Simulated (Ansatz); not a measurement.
Input file:

```yaml
crystal:
  periodic: [false, false, false]
  atoms:
    - {symbol: B, position_ang: [0.000000, 0.000000, 3.236077]}
    - {symbol: Al, position_ang: [0.000000, 0.000000, -0.213720]}
    - {symbol: H, position_ang: [0.000000, 0.000000, -3.022357]}
basis:
  gaussian: {orbitals: 6-31G}
magnetization: {spin_polarized: true, initial_magnetization: 3}
correlation: {method: ccsdtq, electrons: outside_noble_gas}
```

```sh
$ ansatz run in.yaml --threads 1 --pin off --events-out ev --progress --plain --max-ram 2393MiB
```

The program prints:

```
498 factors; integrals over basis functions are off by at most 1.1e-7 eV
mean field evaluation 1: about -7260.7386 eV, gradient 4.7e0 eV
mean field evaluation 2: about -7260.7405 eV, gradient 4.7e0 eV
mean field evaluation 4: about -7261.5252 eV, gradient 1.5e0 eV
mean field evaluation 8: about -7262.0663 eV, gradient 2.0e-1 eV
mean field evaluation 16: about -7261.5229 eV, gradient 1.5e0 eV
mean field evaluation 32: about -7262.0648 eV, gradient 5.6e-6 eV
mean field evaluation 64: about -7261.8735 eV, gradient 1.7e-2 eV
mean field evaluation 96: about -7261.9582 eV, gradient 2.3e-1 eV
mean field evaluation 128: about -7262.0597 eV, gradient 3.0e-1 eV
mean field evaluation 160: about -7261.8703 eV, gradient 4.6e-4 eV
...
mean field -7262.06475931 eV, -266.8759575003 hartree, gradient 7.9e-6 eV, S^2 3.752956; 26 other end points of the search recorded, 0 dependent functions left out
determinant -7262.06475931 eV, -266.8759575003 hartree, with singles and doubles -7264.13575564 eV, -266.9520652116 hartree
determinant -7261.97831544 eV, -266.8727807469 hartree, with singles and doubles -7263.98496570 eV, -266.9465237836 hartree
determinant -7261.87031595 eV, -266.8688118388 hartree, with singles and doubles -7263.84711724 eV, -266.9414579461 hartree
determinant -7261.60877475 eV, -266.8592003769 hartree, with singles and doubles -7263.76493717 eV, -266.9384378844 hartree
determinant -7260.61588736 eV, -266.8227124383 hartree, with singles and doubles -7262.61327813 eV, -266.8961151950 hartree
determinant -7260.60811234 eV, -266.8224267117 hartree, with singles and doubles -7263.73397954 eV, -266.9373002122 hartree
determinant -7260.33117931 eV, -266.8122496103 hartree, with singles and doubles -7263.12000598 eV, -266.9147371004 hartree
determinant -7259.87224117 eV, -266.7953839450 hartree, with singles and doubles -7260.87863954 eV, -266.8323684028 hartree
determinant -7259.80959360 eV, -266.7930816890 hartree, with singles and doubles -7260.82200321 eV, -266.8302870562 hartree
determinant -7259.77135526 eV, -266.7916764561 hartree, with singles and doubles -7260.76929201 eV, -266.8283499553 hartree
determinant -7259.74127548 eV, -266.7905710446 hartree, with singles and doubles -7262.70241378 eV, -266.8993908698 hartree
determinant -7262.06475931 eV, -266.8759575003 hartree, with singles and doubles -7264.13875271 eV, -266.9521753520 hartree
determinant -7261.97831544 eV, -266.8727807469 hartree, with singles and doubles -7263.99263080 eV, -266.9468054708 hartree
determinant -7261.87031595 eV, -266.8688118388 hartree, with singles and doubles -7263.84876971 eV, -266.9415186732 hartree
determinant -7261.60877475 eV, -266.8592003769 hartree, with singles and doubles -7263.88218515 eV, -266.9427466680 hartree
determinant -7260.60811234 eV, -266.8224267117 hartree, with singles and doubles -7263.80036888 eV, -266.9397399757 hartree
6 core orbitals not correlated: weight in the atoms' cores, before any rotation towards them, 1.000 or more for the frozen orbitals, at most 0.000 for the correlated occupied ones
reference -7262.06475931 eV, -266.8759575003 hartree; 5, 2 occupied and 13, 16 virtual orbitals, 498 factors
second order -1.15172241 eV of doubles, -0.00000000 eV of singles
...
cycle  22  -2.15567692 eV  change   -1.0e-5 eV  update   1.5e-5
cycle  23  -2.15568223 eV  change   -5.3e-6 eV  update   1.5e-5
cycle  24  -2.15568843 eV  change   -6.2e-6 eV  update   1.4e-5
cycle  25  -2.15569773 eV  change   -9.3e-6 eV  update   9.9e-6
cycle  26  -2.15570219 eV  change   -4.5e-6 eV  update   5.1e-6
cycle  27  -2.15570382 eV  change   -1.6e-6 eV  update   2.3e-6
cycle  28  -2.15570507 eV  change   -1.3e-6 eV  update   2.2e-6
cycle  29  -2.15570501 eV  change    6.2e-8 eV  update   1.9e-6
cycle  30  -2.15570473 eV  change    2.7e-7 eV  update   1.3e-6
cycle  31  -2.15570471 eV  change    2.1e-8 eV  update   4.7e-7
Total energy: -7264.22046402 eV, -266.9551781872 hartree
```

The T1 diagnostic is 0.073.

For the same geometry and basis full CI lies 0.1 meV higher.

Ran on 1 thread of INTEL XEON PLATINUM 8581C, shared host: 15 s wall, 0.18 GiB peak host memory.
